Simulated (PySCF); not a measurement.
Species: H3O2P.
Structure used (PBE0-D3(BJ)/def2-TZVP), in Å, numbered top down from 1:
```xyz
6
H3O2P angstrom
O     -0.4472    1.2625   -0.8849
P     -0.3867    0.0675   -0.0372
O      1.0729   -0.4134    0.4048
H     -1.0172    0.1497    1.2204
H     -0.9464   -1.0949   -0.6093
H      1.7537    0.0014   -0.1374
```

Method used: PBE0-D3(BJ)/def2-TZVP geometry optimisation, gas phase (PySCF).

Masses are those of the commonest isotopes; rigid-rotor values at the optimised geometry. The values belong to one conformer with, in the numbering `[O:1]=[PH2:2][OH:3]`, O1–P2–O3–H -16°.

(1) Give the principal moments of inertia and the rotational constants in GHz.

(2) Classify the top.

(3) What does the inertial defect say?

(4) Give the other two planar moments, Paa and Pbb, and the rms extents of the mass along the axes.

(5) Where do the levels up to J = 5 lie, in K?

(6) Which lines would a microwave search look for?

Answers

(1) Ia = 17.62, Ib = 58.45, Ic = 71.04 u·Å²; 505379 MHz·u·Å²/I gives 28675, 8647 and 7114 MHz, that is A = 28.675, B = 8.6466, C = 7.1143 GHz.

(2) An asymmetric top; Ray's κ = -0.858.

(3) Not planar: Δ = Ic − Ia − Ib = -5.04 u·Å². For a rigid frame Δ = −2 Σ m c², so Σ m c² = 2.52 u·Å² lies off the ab plane: 2.51 from hydrogen and 0.01 from heavier atoms. The atom farthest from that plane is 1.13 Å away.

(4) Paa = Σ m a² = (Ib + Ic − Ia)/2 = 55.93 and Pbb = Σ m b² = (Ia + Ic − Ib)/2 = 15.11 u·Å². With the mass M = 65.99 u, the rms extents √(P/M) along a, b and c are 0.92, 0.48, 0.20 Å.

(5) Above 0(0,0), as E/k:
J = 1: 1(0,1) 0.756, 1(1,1) 1.718, 1(1,0) 1.791
J = 2: 2(0,2) 2.265, 2(1,2) 3.157, 2(1,1) 3.377, 2(2,1) 6.261, 2(2,0) 6.265
J = 3: 3(0,3) 4.518, 3(1,3) 5.313, 3(1,2) 5.754, 3(2,2) 8.530, 3(2,1) 8.551, 3(3,1) 13.523, 3(3,0) 13.523
J = 4: 4(0,4) 7.504, 4(1,4) 8.184, 4(1,3) 8.919, 4(2,3) 11.553, 4(2,2) 11.613, 4(3,2) 16.556, 4(3,1) 16.557, 4(4,1) 23.535, 4(4,0) 23.535
J = 5: 5(0,5) 11.208, 5(1,5) 11.766, 5(1,4) 12.865, 5(2,4) 15.326, 5(2,3) 15.463, 5(3,3) 20.350, 5(3,2) 20.354, 5(4,2) 27.326, 5(4,1) 27.326, 5(5,1) 36.299, 5(5,0) 36.299

(6) The dipole components are |μa| = 2.16 D, |μb| = 0.84 D, |μc| = 0.39 D. Intensities carry the squares of the components, which stand as 1.00 : 0.15 : 0.03 (a : b : c). Some lines, for components of 0.1 D or more:

| type | branch | J(Ka,Kc) | MHz | lower level (cm⁻¹) |
| --- | --- | --- | --- | --- |
| a | Q | 3(2,1) ← 3(2,2) | 421 | 5.929 |
| c | Q | 3(1,3) ← 3(0,3) | 16567 | 3.140 |
| a | Q | 5(1,4) ← 5(1,5) | 22902 | 8.178 |
| b | Q | 5(1,4) ← 5(0,5) | 34523 | 7.790 |
| a | R | 3(2,2) ← 2(2,1) | 47283 | 4.352 |
| a | R | 4(2,2) ← 3(2,1) | 63808 | 5.943 |
| b | Q | 2(2,1) ← 2(1,2) | 64681 | 2.194 |
| a | R | 5(4,2) ← 4(4,1) | 78992 | 16.357 |
| a | R | 5(3,2) ← 4(3,1) | 79127 | 11.508 |
| b | Q | 3(3,0) ← 3(2,1) | 103605 | 5.943 |
| c | R | 5(1,4) ← 4(0,4) | 111708 | 5.215 |
| c | R | 3(3,1) ← 2(2,1) | 151306 | 4.352 |
| c | R | 4(4,1) ← 3(3,1) | 208618 | 9.399 |
| b | R | 4(4,0) ← 3(3,1) | 208618 | 9.399 |
| c | R | 5(5,1) ← 4(4,1) | 265967 | 16.357 |

No frequency check. These are rigid-rotor constants of the computed structure; measured ground-state constants (B0) also hold zero-point vibration.

Time: 21 s; peak memory 0.47 GiB. Hardware: one thread, Arm Neoverse N1 (aarch64) (shared host). These figures are those of the optimisation.
